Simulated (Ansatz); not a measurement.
**[GeH3···H···OH], doublet: transfer scan**

Starting geometry:

```json
{"atom": "Ge", "x (Å)": "-0.5909", "y (Å)": "0.0101", "z (Å)": "0.0000"}
{"atom": "H", "x (Å)": "-1.1024", "y (Å)": "1.4567", "z (Å)": "0.0000"}
{"atom": "H", "x (Å)": "-1.1024", "y (Å)": "-0.7132", "z (Å)": "1.2528"}
{"atom": "H", "x (Å)": "-1.1024", "y (Å)": "-0.7132", "z (Å)": "-1.2528"}
{"atom": "H", "x (Å)": "0.9434", "y (Å)": "0.0101", "z (Å)": "0.0000"}
{"atom": "O", "x (Å)": "2.6491", "y (Å)": "0.0101", "z (Å)": "0.0000"}
{"atom": "H", "x (Å)": "2.9009", "y (Å)": "-0.9298", "z (Å)": "0.0000"}
```

From there atom H5 is moved from one fragment to the other while all else, the fragments' distance too, stays fixed, so the hump isn't the reaction's barrier; atoms are numbered as listed. Energies are in kcal/mol, counted from the starting geometry at the same level.

Basis cc-pVDZ; Ansatz 0.2.0. Only valence electrons are correlated (noble-gas cores and the filled d shells of p-block atoms frozen). R marks a restricted (for open shells ROHF) determinant, U an unrestricted one. No spin–orbit coupling is included, and no scalar relativity.

For open shells CISD is restricted-active-space CI with the open shells as a complete middle space.

Full CI isn't at hand for all of this; UCCSDT(Q) serves as the reference, and is uncertain by the last step of the cluster series or more. The frozen core follows each run's orbitals, which can shift R against U totals by a few meV for light atoms and by up to 0.1 eV past Ca.

```json
{"distance Ge1-H5 (Å)": "1.534", "UCCSDT(Q)": "0.0", "error UHF": "0.0", "error RMP2": "0.0", "error CISD": "0.0", "error UCCSD(T)": "0.0", "error UCCSDT": "0.0", "error RCCSDT(Q)": "0.0"}
{"distance Ge1-H5 (Å)": "1.637", "UCCSDT(Q)": "0.9", "error UHF": "2.9", "error RMP2": "0.9", "error CISD": "1.5", "error UCCSD(T)": "0.1", "error UCCSDT": "0.0", "error RCCSDT(Q)": "0.0"}
{"distance Ge1-H5 (Å)": "1.841", "UCCSDT(Q)": "1.6", "error UHF": "12.2", "error RMP2": "2.8", "error CISD": "6.9", "error UCCSD(T)": "0.4", "error UCCSDT": "0.2", "error RCCSDT(Q)": "0.0"}
{"distance Ge1-H5 (Å)": "2.046", "UCCSDT(Q)": "-12.5", "error UHF": "17.5", "error RMP2": "-5.1", "error CISD": "4.0", "error UCCSD(T)": "0.3", "error UCCSDT": "0.2", "error RCCSDT(Q)": "0.1"}
{"distance Ge1-H5 (Å)": "2.250", "UCCSDT(Q)": "-28.7", "error UHF": "12.6", "error RMP2": "-5.7", "error CISD": "1.5", "error UCCSD(T)": "0.1", "error UCCSDT": "0.1", "error RCCSDT(Q)": "0.1"}
```

Errors are those of relative energies. In total energy the starting point itself misses UCCSDT(Q) by: UHF 201.0, RMP2 31.9, CISD 21.7, UCCSD(T) 0.8, UCCSDT 0.2, RCCSDT(Q) 0.0 kcal/mol.

Spread of the error over the points with a reference, to 2.250 Å (largest less smallest): RCCSDT(Q) 0.1, UCCSDT 0.2, UCCSD(T) 0.4, CISD 6.9, RMP2 8.5, UHF 17.5 kcal/mol.
